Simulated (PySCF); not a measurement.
Compound: C₃H₄ClN.
Numbering: `[H]/[N:5]=[CH:4]\[C:2](=[CH2:1])[Cl:3]` (hydrogens: H6, H7 on C1; H8 on C4; H9 on N5)

The same species was optimised twice, with GFN2-xTB and with PBE0-D3(BJ)/def2-SVP (PySCF), and the same property calculations (PySCF, gas phase) were run on both structures.

```json
{"coordinate": "C4–H8 (Å)", "GFN2-xTB": "1.086", "PBE0-D3(BJ)/def2-SVP": "1.103", "change": "+0.017"}
{"coordinate": "C1–H7 (Å)", "GFN2-xTB": "1.076", "PBE0-D3(BJ)/def2-SVP": "1.093", "change": "+0.017"}
{"coordinate": "C1–H6 (Å)", "GFN2-xTB": "1.076", "PBE0-D3(BJ)/def2-SVP": "1.091", "change": "+0.015"}
{"coordinate": "C4=N5 (Å)", "GFN2-xTB": "1.254", "PBE0-D3(BJ)/def2-SVP": "1.266", "change": "+0.012"}
{"coordinate": "C2–C4 (Å)", "GFN2-xTB": "1.469", "PBE0-D3(BJ)/def2-SVP": "1.477", "change": "+0.008"}
{"coordinate": "C1=C2 (Å)", "GFN2-xTB": "1.329", "PBE0-D3(BJ)/def2-SVP": "1.337", "change": "+0.008"}
{"coordinate": "N5–H9 (Å)", "GFN2-xTB": "1.021", "PBE0-D3(BJ)/def2-SVP": "1.029", "change": "+0.008"}
{"coordinate": "C2–Cl3 (Å)", "GFN2-xTB": "1.737", "PBE0-D3(BJ)/def2-SVP": "1.736", "change": "-0.001"}
{"coordinate": "C4–N5–H9 (°)", "GFN2-xTB": "114.5", "PBE0-D3(BJ)/def2-SVP": "109.5", "change": "-5.0"}
{"coordinate": "H6–C1–H7 (°)", "GFN2-xTB": "117.2", "PBE0-D3(BJ)/def2-SVP": "118.7", "change": "+1.5"}
{"coordinate": "N5–C4–H8 (°)", "GFN2-xTB": "117.3", "PBE0-D3(BJ)/def2-SVP": "118.8", "change": "+1.5"}
{"coordinate": "C2–C1–H7 (°)", "GFN2-xTB": "120.5", "PBE0-D3(BJ)/def2-SVP": "119.3", "change": "-1.2"}
{"coordinate": "C2–C4–H8 (°)", "GFN2-xTB": "114.3", "PBE0-D3(BJ)/def2-SVP": "113.3", "change": "-1.0"}
{"coordinate": "C1–C2–C4 (°)", "GFN2-xTB": "123.7", "PBE0-D3(BJ)/def2-SVP": "123.0", "change": "-0.7"}
{"coordinate": "C2–C4–N5 (°)", "GFN2-xTB": "128.4", "PBE0-D3(BJ)/def2-SVP": "127.9", "change": "-0.5"}
{"coordinate": "C1–C2–Cl3 (°)", "GFN2-xTB": "120.7", "PBE0-D3(BJ)/def2-SVP": "121.1", "change": "+0.4"}
{"coordinate": "C1–C2–C4–N5 (°)", "GFN2-xTB": "180", "PBE0-D3(BJ)/def2-SVP": "180", "change": "0"}
```

Rotational constants: A = 5512, B = 3850, C = 2267 MHz (GFN2-xTB) against A = 5475, B = 3830, C = 2253 MHz (PBE0-D3(BJ)/def2-SVP). Point groups within 0.08 Å: Cs and Cs.

On the GFN2-xTB structure: HOMO (eV) -7.91 [PBE0/pcSseg-1]; LUMO (eV) -1.72 [PBE0/pcSseg-1]; dipole (D) 2.42 [PBE0/pcSseg-1]; GIAO shielding of C1 (ppm) 58.5 [PBE0/pcSseg-1]; GIAO shielding of C2 (ppm) 36.1 [PBE0/pcSseg-1]; GIAO shielding of Cl3 (ppm) 765.7 [PBE0/pcSseg-1]; GIAO shielding of C4 (ppm) 22.8 [PBE0/pcSseg-1]; GIAO shielding of N5 (ppm) -95.8 [PBE0/pcSseg-1].

Problem. What do these properties become on the PBE0-D3(BJ)/def2-SVP structure?

Solution. 
| property | level | on GFN2-xTB | on PBE0-D3(BJ)/def2-SVP | change |
| --- | --- | --- | --- | --- |
| HOMO (eV) | PBE0/pcSseg-1 | -7.91 | -7.91 | 0.00 |
| LUMO (eV) | PBE0/pcSseg-1 | -1.72 | -1.77 | -0.05 |
| dipole (D) | PBE0/pcSseg-1 | 2.42 | 2.57 | +0.15 |
| energy, GFN2-xTB geometry as zero (kcal/mol) | PBE0/pcSseg-1 | 0.0 | -0.5 | -0.5 |
| GIAO shielding of C1 (ppm) | PBE0/pcSseg-1 | 58.5 | 55.8 | -2.7 |
| GIAO shielding of C2 (ppm) | PBE0/pcSseg-1 | 36.1 | 33.7 | -2.4 |
| GIAO shielding of Cl3 (ppm) | PBE0/pcSseg-1 | 765.7 | 767.2 | +1.5 |
| GIAO shielding of C4 (ppm) | PBE0/pcSseg-1 | 22.8 | 18.0 | -4.8 |
| GIAO shielding of N5 (ppm) | PBE0/pcSseg-1 | -95.8 | -93.7 | +2.1 |

The heavy atoms differ by 0.007 Å rms after alignment. Among all bonds C1–H7 and C4–H8 change most and about equally (+0.017 Å). Changes are differences of the printed values. Neither structure is proved a minimum here.

The values belong to the conformer `[H]/[N:5]=[CH:4]\[C:2](=[CH2:1])[Cl:3]`: C1–C2–C4–N5 180°.
